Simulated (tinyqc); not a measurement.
The integration grid: Kohn-Sham B3LYP on finer and finer grids in the sto-6g basis, for NH, spin multiplicity 3. Computed by the program tinyqc with PySCF. Self-consistent on each grid; the net force on the molecule should vanish.

Geometry (angstrom):

| atom | x | y | z |
|---|---|---|---|
| N | 0.0000 | 0.0000 | 0.0000 |
| H | 0.0000 | 0.0000 | 0.9800 |

Kohn-Sham energy on Becke grids (radial x angular points per atom):

| grid | points | residual of the electron count | E (hartree) | E - finest (mhartree) | largest net force without grid terms (hartree/bohr) |
|---|---|---|---|---|---|
| 10 x 14 | 274 | 2.90e-02 | -55.02619 | -6.42393 | 8.24e-03 |
| 15 x 26 | 770 | 8.49e-03 | -55.03028 | -10.51773 | 1.21e-02 |
| 20 x 50 | 1988 | 4.23e-05 | -55.02036 | -0.59504 | 2.17e-03 |
| 30 x 86 | 5142 | -7.54e-06 | -55.01977 | -0.00679 | 3.46e-04 |
| 50 x 194 | 19369 | 3.05e-08 | -55.01976 | -0.00006 | 1.33e-06 |
| 75 x 302 | 45254 | 7.96e-09 | -55.01976 | 0.00000 | 3.12e-07 |
| 120 x 590 | 141403 | 1.06e-09 | -55.01976 | 0.00000 | 1.07e-07 |

What does the comparison show, and why?

The energy is within 0.1 mhartree of the finest grid first at 30 x 86. The error has one sign here, though quadrature is not variational. The electron count and the net force are cheap signs of a poor grid.
